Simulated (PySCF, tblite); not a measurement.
Isomers of C2H4Cl (doublet state), one GFN2-xTB conformer each. Single-point energies are computed at B3LYP/pcH-1 (PySCF, gas phase, no added dispersion term), electronic only. GFN2-xTB treats the open shell by occupation alone, and not every SCF solution was tested for stability.

| SMILES | GFN2-xTB relative energy (kJ/mol) |
| --- | --- |
| [CH2]CCl | 30.9 |
| C[CH]Cl | 0.0 |

Conformers: `[CH2:1][CH2:2][Cl:3]` (doublet state) with H–C1–C2–Cl3 83° and -84°.

Problem. What does B3LYP/pcH-1 give for the same structures?

Solution. 
```json
{"SMILES": "C[CH]Cl", "B3LYP/pcH-1 E (Eh)": "-538.77556", "B3LYP/pcH-1 (kJ/mol)": "0.0", "GFN2-xTB (kJ/mol)": "0.0", "point group": "–"}
{"SMILES": "[CH2]CCl", "B3LYP/pcH-1 E (Eh)": "-538.77100", "B3LYP/pcH-1 (kJ/mol)": "12.0", "GFN2-xTB (kJ/mol)": "30.9", "point group": "Cs"}
```

Both levels put the same isomer lowest. Neighbours under 21 kJ/mol apart (C[CH]Cl and [CH2]CCl) can change places with a better method, another conformer or zero-point energy.

Problem. What happens when harmonic zero-point energies from GFN2-xTB frequencies are added?

Solution. 
| SMILES | ZPE (kJ/mol) | electronic (kJ/mol) | with ZPE (kJ/mol) |
| --- | --- | --- | --- |
| C[CH]Cl | 133.2 | 0.0 | 0.0 |
| [CH2]CCl | 132.3 | 12.0 | 11.1 |

The zero-point energies span 0.9 kJ/mol. The order is unchanged.

Problem. As an exercise, what shares would exp(−E/RT) give at 500 K from these electronic energies alone (no entropy, no degeneracies)?

Solution. RT = 4.157 kJ/mol: C[CH]Cl 94.7 %, [CH2]CCl 5.3 %.
